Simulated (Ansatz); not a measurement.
## H₂B–B, singlet in 6-31G: errors against full CI

Geometry: a point of a stretch scan, not a stationary point.

```
atom   x (Å)    y (Å)    z (Å)
   B  0.0000  -0.0750   0.7072
   B  0.0000  -0.0750  -1.0553
   H  0.0000   2.7085   2.4022
   H  0.0000  -1.0990   1.3308
```

Basis 6-31G; Ansatz 0.2.0. Only valence electrons are correlated (noble-gas cores frozen), which leaves 8 electrons in 20 orbitals. R marks a restricted (for open shells ROHF) determinant, U an unrestricted one. Active spaces: valence = (8e, 10o) chosen from the atoms' valence shells; pair = (2e, 2o) about the gap.

Full CI is exact within this basis and frozen core; it isn't the basis-set limit. The frozen core follows each run's orbitals, which can shift R against U totals by a few meV.

* UHF ⟨S²⟩: 1.948
* ⟨S²⟩ of the determinant under UCCSD: 1.886
* T1 diagnostic (RCCSD): 0.0830
* largest doubles amplitude (RCCSD): 0.755

| level | E − E(full CI) (meV) | wall time |
| --- | --- | --- |
| RHF† | 6404 | – |
| UHF† | 2685 | 0.79 s |
| RMP2† | 2898 | – |
| UMP2† | 1066 | – |
| CISD† | 1480 | 0.82 s |
| RCCSD*† | 501 | – |
| UCCSD† | 158 | – |
| RCCSD(T)*† | -12 | 1.6 s |
| UCCSD(T)† | 30 | 7.5 s |
| BCCD(T)*† | 53 | 1.9 s |
| RCCSDT*† | 41 | – |
| UCCSDT*† | -161 | – |
| RCCSDT(Q)*† | 153 | 3.9 s |
| UCCSDT(Q)*† | -247 | 24 s |
| RCCSDTQ*† | 116 | 48 s |
| CASSCF (pair space)† | 3307 | – |
| NEVPT2 (pair space)† | 1407 | 0.76 s |
| MRCISD (pair space)† | 592 | – |
| MRCISD+Q (pair space)† | 175 | 0.91 s |
| CASSCF (valence space) | 757 | – |
| NEVPT2 (valence space) | 216 | 8 s |
| MRCISD (valence space) | 18 | – |
| MRCISD+Q (valence space) | 4 | 13 s |

An asterisk marks runs whose energy the program itself flagged as in doubt. A dagger marks rows that describe another state than the reference (another or a broken symmetry, a higher spin or other natural occupations), so the difference isn't the method's error.

Times hold each run's SCF and search for its determinant on a shared host, so for small cases they say little of a method's own cost; they ran on 1 thread of Arm Neoverse N1.

The restricted determinant belongs to another symmetry than the lowest state (A''); the lowest full-CI state of the determinant's symmetry (A') lies 0.121 eV higher, and methods that keep that symmetry describe that state.

Unrestricted levels hold only the spin's projection, and here they fall towards a lower state of higher spin.

The full-CI state has the irrep A'' of Cs, in the program's axes.

Natural occupations of full CI about the gap: 1.966 1.941 1.690 1.000 0.950 0.264 0.073 0.047 0.022 0.021; effectively unpaired electrons, Σ n²(2−n)², 2.53. No single determinant describes this state well, so single-reference rows can miss without a flag.
